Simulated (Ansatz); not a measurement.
# UHF/6-31G(d) (spherical functions) run of NH2 (SMILES [NH2])

What is the energy change on altering one bond length of NH2 at UHF/6-31G* (spherical functions)? 

The calculation is run with Ansatz 0.2.0.

48 further runs of the same task are left out: 48 set aside as unsound or not needed.

## (1) The system as given

The species is NH2 (3 atoms), meant as a doublet with charge 0. As SMILES, `[NH2]`. The coordinates come from a GFN2-xTB relaxation.

Bond lengths: N1–H2 1.014 Å, N1–H3 1.014 Å. Angles: H2–N1–H3 110.0°.

## (2) The energy at UHF/6-31G(d) (spherical functions)

Input file in.yaml:

```yaml
crystal:
  periodic: [false, false, false]
  atoms:
    - {symbol: N, position_ang: [0.307180, -0.182210, 0.151440]}
    - {symbol: H, position_ang: [0.155580, 0.820260, 0.174790]}
    - {symbol: H, position_ang: [-0.462760, -0.638040, -0.326220]}
basis:
  gaussian:
    orbitals: 6-31G_st_-spherical.json
magnetization:
  spin_polarized: true
  initial_magnetization: 1
hamiltonian:
  xc: hf
accuracy: high
```

The basis set 6-31G* is read from a file made from the Basis Set Exchange's data (not shown).

On the command line:

```bash
$ ansatz run in.yaml --threads 1 --pin off --max-ram 2610MiB --events-out events.jsonl --progress --plain --runs-dir runs
```

Log:

```text
Warning: RAYON_NUM_THREADS=1 ignored (pool sized by the plan → 1); use --threads N
Functional definition: HF
  name "HF"
  exchange = exact_x
  correlation = 0
330 factors; integrals over basis functions are off by at most 4.2e-9 eV
mean field evaluation 1: about -1511.1405 eV, gradient 1.2e1 eV
mean field evaluation 2: about -1511.1400 eV, gradient 1.2e1 eV
mean field evaluation 4: about -1511.7512 eV, gradient 1.0e0 eV
mean field evaluation 8: about -1511.7580 eV, gradient 8.7e-3 eV
mean field -1511.75800501 eV, -55.5560819777 hartree, gradient 8.5e-8 eV, S^2 0.757775; 0 other end points of the search recorded, 0 dependent functions left out
reference -1511.75800501 eV, -55.5560819777 hartree; 5, 4 occupied and 13, 14 virtual orbitals, 330 factors
Total energy: -1511.75800501 eV, -55.5560819777 hartree
```

Wall time 0.1 s (1 thread of Arm Neoverse V1, shared host).

## (3) The distorted shape, same level

Input file run.yaml:

```yaml
crystal:
  periodic: [false, false, false]
  atoms:
    - symbol: N
      position_ang: [0.345084, -0.432856, 0.145602]
    - symbol: H
      position_ang: [0.155580, 0.820260, 0.174790]
    - symbol: H
      position_ang: [-0.424856, -0.888686, -0.332058]
basis:
  gaussian:
    orbitals: 6-31G_st_-spherical.json
magnetization:
  spin_polarized: true
  initial_magnetization: 1
hamiltonian:
  xc: hf
accuracy: high
```

The basis set 6-31G* is read from a file made from the Basis Set Exchange's data (not shown).

On the command line:

```bash
$ ansatz run run.yaml --threads 1 --pin off --max-ram 2610MiB --events-out events.jsonl --progress --plain --runs-dir runs
```

Log:

```text
Warning: RAYON_NUM_THREADS=1 ignored (pool sized by the plan → 1); use --threads N
[... 4 set-up lines as earlier in the session ...]
333 factors; integrals over basis functions are off by at most 4.4e-9 eV
mean field evaluation 1: about -1510.1680 eV, gradient 1.1e1 eV
mean field evaluation 2: about -1510.1676 eV, gradient 1.1e1 eV
mean field evaluation 4: about -1510.7983 eV, gradient 1.2e0 eV
mean field evaluation 8: about -1510.8168 eV, gradient 6.5e-2 eV
mean field evaluation 16: about -1510.8169 eV, gradient 1.3e-8 eV
mean field -1510.81692295 eV, -55.5214978501 hartree, gradient 1.3e-8 eV, S^2 0.772648; 0 other end points of the search recorded, 0 dependent functions left out
reference -1510.81692295 eV, -55.5214978501 hartree; 5, 4 occupied and 13, 14 virtual orbitals, 333 factors
Total energy: -1510.81692295 eV, -55.5214978501 hartree
```

Wall time 0.1 s (1 thread of Arm Neoverse V1, shared host).

## (4) What came out

At UHF/6-31G* (spherical functions):

| quantity | value |
| --- | --- |
| first shape: total energy | -55.55608 Eh |
| first shape: ⟨S²⟩ | 0.758 |
| distorted shape: total energy | -55.52150 Eh |
| distorted shape: ⟨S²⟩ | 0.773 |
| energy change with the N1–H2 bond stretched from 1.014 to 1.268 Å | 0.941 eV |

**Reading.** With the N1–H2 bond stretched from 1.014 to 1.268 Å the energy rises by 0.94 eV (21.7 kcal/mol). The first shape isn't relaxed at this level, so the change isn't measured from a minimum.
